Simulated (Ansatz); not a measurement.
**PO (quartet): RPA-PBE over vertical spin and charge gaps, 6-31G**

Aim: run PO (quartet) with these functionals over vertical spin and charge gaps, and hold them against the top wave-function level at the same points.

Method: 6-31G, all electrons in the functionals, frozen cores in the correlation of double hybrids and RPA; program: Ansatz 0.2.0, Gaussian basis.

Plan: RPA-PBE, at charge 0, quartet; charge 0, doublet; charge 0, sextet; charge 1, triplet; charge 1, quintet.

15 further runs of the same task are left out: 5 that didn't finish, 10 set aside as unsound or not needed.

**1. The geometry**

The geometry is a PBE0/def2-TZVP stationary point (not a proven minimum).

2 atoms, charge 0, spin multiplicity 4.

Atoms are counted from 1 here; the program's logs count them from 0.

Bond lengths: O1–P2 1.719 Å.

No dispersion term is added.

The geometry shown and the zero of energy belong to the point charge 0, quartet. The yardstick, FCI, and other wave-function levels (R restricted, U unrestricted, valence and pair active spaces) come from earlier runs.

**2. RPA-PBE, charge 0, quartet**

File in.yaml:

```yaml
crystal:
  periodic: [false, false, false]
  atoms:
    - {symbol: O, position_ang: [0.000000, 0.000000, 0.000000]}
    - {symbol: P, position_ang: [0.000000, 0.000000, 1.718900]}
basis:
  gaussian: {orbitals: 6-31G}
magnetization: {spin_polarized: true, initial_magnetization: 3}
hamiltonian: {xc: {name: PBE}}
correlation: {method: rpa, electrons: outside_noble_gas}
```

The run is started by

```console
> ansatz run in.yaml --threads 1 --pin off --events-out ev --progress --plain --max-ram 2393MiB
```

The runs that follow: RPA-PBE, charge 0, doublet; RPA-PBE, charge 0, sextet; RPA-PBE, charge 1, triplet; RPA-PBE, charge 1, quintet.

**Question.** What will the summary of the whole plan be? Wanted: quartet to doublet, FCI; quartet to sextet, FCI; ionisation to the triplet cation, FCI; ionisation to the quintet cation, FCI; largest miss, RPA-PBE.

As calculated:

```
                             quantity                                         value
              quartet to doublet, FCI                                     -2.355 eV
               quartet to sextet, FCI                                      6.298 eV
ionisation to the triplet cation, FCI                                      8.594 eV
ionisation to the quintet cation, FCI                                     11.889 eV
                largest miss, RPA-PBE  +0.239 eV (ionisation to the triplet cation)
```

In words: RPA-PBE strays by up to 0.239 eV, at ionisation to the triplet cation. Functionals and the yardstick converge differently with the basis, so part of each miss in 6-31G is the basis.
